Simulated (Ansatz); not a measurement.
## H₃S⁺, triplet in cc-pVDZ: errors against UCCSDT(Q)

Geometry: a PBE0/def2-TZVP stationary point for this spin, not checked as a minimum.

```json
{"atom": "S", "x (Å)": "0.0000", "y (Å)": "-0.0391", "z (Å)": "0.0000"}
{"atom": "H", "x (Å)": "0.0000", "y (Å)": "1.3184", "z (Å)": "0.0000"}
{"atom": "H", "x (Å)": "0.0000", "y (Å)": "-0.0372", "z (Å)": "1.5201"}
{"atom": "H", "x (Å)": "0.0000", "y (Å)": "-0.0372", "z (Å)": "-1.5201"}
```

Basis cc-pVDZ; Ansatz 0.2.0. Correlated methods freeze the noble-gas cores, which leaves 8 electrons in 28 orbitals. Prefix R: restricted or restricted open-shell reference; prefix U: unrestricted. Active spaces: pair = (4e, 4o) about the gap; valence = (8e, 7o) chosen from the atoms' valence shells.

Full CI isn't at hand for all of this; UCCSDT(Q) serves as the reference, and is uncertain by about the last step of the cluster series. The frozen core follows each run's orbitals, which can shift R against U totals by a few meV.

For open shells CISD is restricted-active-space CI with the open shells as a complete middle space.

```
UHF ⟨S²⟩                          : 2.049
T1 diagnostic (RCCSD)             : 0.0243
largest doubles amplitude (RCCSD) : 0.093
T1 diagnostic (UCCSD)             : 0.0170
```

```json
{"level": "RHF", "E − E(UCCSDT(Q)) (kJ/mol)": "453.5", "share of correlation (%)": "0.00", "wall time": "–"}
{"level": "UHF", "E − E(UCCSDT(Q)) (kJ/mol)": "416.7", "share of correlation (%)": "8.11", "wall time": "–"}
{"level": "RMP2", "E − E(UCCSDT(Q)) (kJ/mol)": "83.4", "share of correlation (%)": "81.61", "wall time": "–"}
{"level": "UMP2", "E − E(UCCSDT(Q)) (kJ/mol)": "90.2", "share of correlation (%)": "80.11", "wall time": "–"}
{"level": "CISD", "E − E(UCCSDT(Q)) (kJ/mol)": "30.5", "share of correlation (%)": "93.27", "wall time": "1.7 s"}
{"level": "RCCSD", "E − E(UCCSDT(Q)) (kJ/mol)": "12.5", "share of correlation (%)": "97.24", "wall time": "–"}
{"level": "UCCSD", "E − E(UCCSDT(Q)) (kJ/mol)": "12.0", "share of correlation (%)": "97.36", "wall time": "–"}
{"level": "RCCSD(T)", "E − E(UCCSDT(Q)) (kJ/mol)": "2.4", "share of correlation (%)": "99.47", "wall time": "3.4 s"}
{"level": "UCCSD(T)", "E − E(UCCSDT(Q)) (kJ/mol)": "2.5", "share of correlation (%)": "99.45", "wall time": "3 s"}
{"level": "BCCD(T)", "E − E(UCCSDT(Q)) (kJ/mol)": "2.4", "share of correlation (%)": "99.46", "wall time": "3.1 s"}
{"level": "RCCSDT", "E − E(UCCSDT(Q)) (kJ/mol)": "0.5", "share of correlation (%)": "99.90", "wall time": "–"}
{"level": "UCCSDT", "E − E(UCCSDT(Q)) (kJ/mol)": "0.4", "share of correlation (%)": "99.91", "wall time": "–"}
{"level": "RCCSDT(Q)", "E − E(UCCSDT(Q)) (kJ/mol)": "0.0", "share of correlation (%)": "99.99", "wall time": "13 s"}
{"level": "CASSCF (pair space)", "E − E(UCCSDT(Q)) (kJ/mol)": "381.7", "share of correlation (%)": "15.83", "wall time": "–"}
{"level": "NEVPT2 (pair space)", "E − E(UCCSDT(Q)) (kJ/mol)": "66.9", "share of correlation (%)": "85.24", "wall time": "1.3 s"}
{"level": "CASSCF (valence space)", "E − E(UCCSDT(Q)) (kJ/mol)": "315.5", "share of correlation (%)": "30.44", "wall time": "–"}
{"level": "NEVPT2 (valence space)", "E − E(UCCSDT(Q)) (kJ/mol)": "67.5", "share of correlation (%)": "85.11", "wall time": "1.9 s"}
{"level": "MRCISD (valence space)", "E − E(UCCSDT(Q)) (kJ/mol)": "14.8", "share of correlation (%)": "96.74", "wall time": "–"}
{"level": "MRCISD+Q (valence space)", "E − E(UCCSDT(Q)) (kJ/mol)": "-0.7", "share of correlation (%)": "100.15", "wall time": "3.9 s"}
```

The correlation energy at UCCSDT(Q), counted from RHF, is -4.700 eV. That run took 12 s on 1 thread of AMD EPYC, shared host.

Times hold each run's SCF and search for its determinant on a shared host, so for small cases they say little of a method's own cost; they ran on 1 thread of AMD EPYC.

Natural occupations of CASSCF (valence space) about the gap: 1.994 1.973 1.961 1.002 1.000 0.041 0.029; effectively unpaired electrons, Σ n²(2−n)², 2.02.
